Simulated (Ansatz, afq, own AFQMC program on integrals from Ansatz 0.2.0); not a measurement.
H₂Cl, doublet in cc-pVTZ, levels against CCSDT(Q)

```xyz
3

Cl    0.0000    0.0000   -1.2943
H     0.0000    0.0000    0.2747
H     0.0000    0.0000    1.0197
```

Basis cc-pVTZ. Noble-gas cores (and the filled d shells of Ga–Kr and In–Xe) are frozen. Integrals, coupled cluster, full CI and functionals: Ansatz 0.2.0; the random walks run on the same integrals in our own AFQMC program. The CISD trial takes its coefficients from CCSD amplitudes. Released means that phaseless walkers are propagated on without the constraint, phases kept. Uncertainties: one standard error, sampling alone.

Determinant: UHF, the one that the program's search chose, which needn't be the lowest solution. The geometry is a point of a scan.

No full CI on the walks' own integrals is used here; CCSDT(Q) serves as the reference and is uncertain by about the last step of the cluster series.

Cautions: the released energies have errors that jump between times, so the bars are unsure, so no released level is given (meV from the phaseless value at times in 1/Eh: 5 ± 10 at 0.24, -5.5 ± 1.8 at 0.51, -9.8 ± 2.3 at 0.99, -11.6 ± 1.9 at 1.62, -14 ± 3 at 2.40), though the last usable value meets CCSDT(Q) within the noise.

* T1 diagnostic: 0.0131
* weight of the determinant in the CISD state: 0.909
* ⟨S²⟩ of the determinant: 0.777
* size of the correlated space: 9 electrons in 57 orbitals

```csv
level,correlation energy (eV)
MP2,-5.6062
CCSD,-6.3678
CCSD(T),-6.5729
```

Problem. Estimate where phaseless AFQMC with the Hartree–Fock trial lies against CCSD(T) on the same integrals.

Solution. 12.8 ± 22.7 meV below CCSD(T). The gap is under twice the noise, so this walk alone can't tell the two apart.

Reference: CCSDT(Q), correlation energy -6.600 eV.

```json
{"level": "CCSD(T)", "E − E(reference) (meV)": "27.1", "share of correlation (%)": "99.59"}
{"level": "CCSDT", "E − E(reference) (meV)": "7.2", "share of correlation (%)": "99.89"}
{"level": "ph-AFQMC/HF", "E − E(reference) (meV)": "14.4 ± 22.7", "share of correlation (%)": "99.78"}
{"level": "ph-AFQMC/CISD", "E − E(reference) (meV)": "9.3 ± 3.1", "share of correlation (%)": "99.86"}
```

A walk keeps the symmetry of its determinant, which the program's search chose and which needn't be the lowest solution, so a lower state of the same spin and another symmetry isn't excluded.
